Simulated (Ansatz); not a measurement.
Rock-salt HfN, treated with LDA+SOC (PAW; Ansatz, a quantum-chemistry and plane-wave program).

Excerpt of the program's output:

```
Crystal: 2 atoms, lattice volume = 23.086 Å³
Basis set: ecut = 520 eV, 609 PW (Γ), exchange–correlation on 48×48×48 points (8 copies of the dense FFT grid, shifted against one another)
Bands: 40, of which v1, the nominal top of the filled ones, is band 31 counted from 1 (30 counted from 0)
Symmetry: 48 space group operations + 48 with time reversal
k-points: 328 of 10648
Initial density: superposition of atomic densities (chi_scale 0.1, normalization cell, long waves kept (reshape's long-wave potential 0.00 eV rms))
Functional: x = slater, c = lda
spin=Noncollinear: Kerker preconditioning applied to the charge; magnetization (m_x, m_y, m_z) channels mix plain (no charge-response kernel on spin).
SCF 1 converged in 10 iterations: F = -15872.430034 eV  dr2 = 2.93e-11
SCF converged after 10 iterations
Free energy (F): -15872.430034 eV
Internal energy: -15872.425151 eV  (E = F + TS)
E sigma→0 (E₀):  -15872.427592 eV
Fermi energy:    23.450405 eV
--- Forces (eV/Å), atoms counted from 1 ---
  atom   1  Hf     0.00000000    -0.00000000    -0.00000000
  atom   2  N      0.00000000     0.00000000     0.00000000
--- Stress (GPa, compression-positive) ---
      -10.125719       0.000000      -0.000000
       -0.000000     -10.125719      -0.000000
        0.000000      -0.000000     -10.125719
  P = ⅓ Tr σ = -10.1257 GPa (-101.257 kbar)
```

Question: Write an input file that could have produced this run (the log leaves some choices open).

Answer: This is not unique; one that fits is 
Ansatz 0.2 input:
```yaml
crystal:
  lattice:
    - [0.0, 2.26, 2.26]
    - [2.26, 0.0, 2.26]
    - [2.26, 2.26, 0.0]
  atoms:
    - { symbol: Hf, position: [0.0, 0.0, 0.0] }
    - { symbol: N, position: [0.5, 0.5, 0.5] }
basis:
  ecutwfc: 520
  ecutrho_ratio: 4
  xc_grid: 2
kpoints:
  mp_grid: { grid: [22, 22, 22] }
hamiltonian:
  xc: lda
  dispersion: none
  pseudopotentials: { kind: paw }
scf:
  occupations: { method: fermi_dirac, width: 0.05 }
  convergence: { dr2_threshold: 0.0000000002 }
output:
  forces: true
  stress: true
  eigenvalues: true
magnetization:
  noncollinear: true
  spin_orbit: true
```

The PAW data were made under PBE.

Note: cell and atoms aren't relaxed at this level (pressure -10.1 GPa).
